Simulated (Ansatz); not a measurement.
TO(Γ) frequency of some III–V compounds, all zinc-blende

Method: revPBE in Ansatz (plane waves, PAW). References are measured values at room or unstated temperature, uncorrected unless marked, so that the deviations hold thermal and zero-point effects besides the level's error.

Values in cm⁻¹.

```tsv
solid	reference	revPBE	deviation (%)
zinc-blende InP	307	278	-9.4
cubic BN	1055	?	?
zinc-blende BP	794	793	-0.1
zinc-blende GaP	366	338	-7.7
zinc-blende AlAs	361	341	-5.5
zinc-blende GaAs	271	247	-8.9
```

Question: Estimate the withheld revPBE value.

Answer: The deviations of the other rows run from -9.4 % to -0.1 %, with a median of -7.7 %; carried to the reference 1055 it gives 974 cm⁻¹. The run gives 1015 cm⁻¹ (-3.8 %), +4.2 % from the estimate; the row was drawn at random, and such an estimate is rough. Over these 6 solids the mean deviation is -5.9 %, the mean absolute deviation 5.9 % (median 6.6 %), and the worst case zinc-blende InP at -9.4 %; the value is below the reference in 6 of 6 cases.

Spin–orbit coupling is left out, also for the solids with elements from indium on (zinc-blende InP); its size isn't shown.

Differences are worked out from the printed values.

Each level is taken at its own relaxed cell. Ansatz's density-functional and Hartree–Fock values are scalar-relativistic unless marked +SOC, with PAW data made under PBE.

Not in this set, of the III–V compounds with a reference value in our tables and a result at some level: 3 for a doubt noted on the run at revPBE. These can be a level's best or worst cases. At least 1 more with a reference value is held back for tests. Solids without a released value at any level aren't counted. Layered and molecular crystals are counted apart.

References as tabulated in Han and Bester (2011), arXiv:1107.0196; Ioffe Institute, NSM Archive: InP, mechanic properties page; Ioffe Institute, NSM Archive: BN, mechanic properties page; Solozhenko et al. (2014), arXiv:1505.05714 and others.

Ansatz is an electronic-structure program.
